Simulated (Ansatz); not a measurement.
in.yaml

```yaml
crystal:
  periodic: [false, false, false]
  atoms:
    - {symbol: B, position_ang: [0.000000, 0.000000, 0.050052]}
    - {symbol: C, position_ang: [0.000000, 0.000000, -1.414105]}
    - {symbol: H, position_ang: [0.000000, 0.000000, 1.364052]}
basis:
  gaussian: {orbitals: 6-31G}
magnetization: {spin_polarized: true, initial_magnetization: 0}
hamiltonian: {xc: {name: wB97M-V}}
output: {orbitals: {seedname: orbitals}}
```

```sh
$ ansatz run in.yaml --threads 1 --pin off --events-out ev --progress --plain --max-ram 2393MiB
```

Log:

```
  # Of w^i u^j: cxij and so on, Table III.
  gx(w, u) = 1 - cx + cx01*u + cx10*w
  gss(w, u) = css00 + css04*u^4 + css10*w + css20*w^2 + css43*w^4*u^3
  gos(w, u) = cos00 + cos10*w + (cos20 + cos21*u)*w^2 + (cos60 + cos61*u)*w^6
      + integral(e_c_pw_mod_opposite_spin*gos(b97_w_opposite, b97_u_opposite)) + vv10(b, c)
285 factors; integrals over basis functions are off by at most 2.5e-4 eV
91 factors; integrals over basis functions are off by at most 8.7e-6 eV
mean field evaluation 1: about -1719.5574 eV, gradient 1.2e1 eV
mean field evaluation 2: about -1719.9431 eV, gradient 1.1e1 eV
mean field evaluation 4: about -1720.6567 eV, gradient 3.1e-1 eV
mean field evaluation 8: about -1720.6543 eV, gradient 1.5e-3 eV
mean field evaluation 16: about -1720.7331 eV, gradient 6.7e-1 eV
mean field evaluation 32: about -1720.9554 eV, gradient 5.8e-1 eV
mean field evaluation 64: about -1721.0586 eV, gradient 9.7e-1 eV
mean field -1721.20869812 eV, -63.2532529787 hartree, gradient 1.2e-5 eV, S^2 1.000000; 7 other end points of the search recorded, 0 dependent functions left out
reference -1721.20871989 eV, -63.2532537789 hartree; 6, 6 occupied and 14, 14 virtual orbitals, 285 factors
Total energy: -1721.20871989 eV, -63.2532537789 hartree
```

Ran on 1 thread of Arm Neoverse V2, shared host: 3.9 s wall, 0.12 GiB peak host memory.
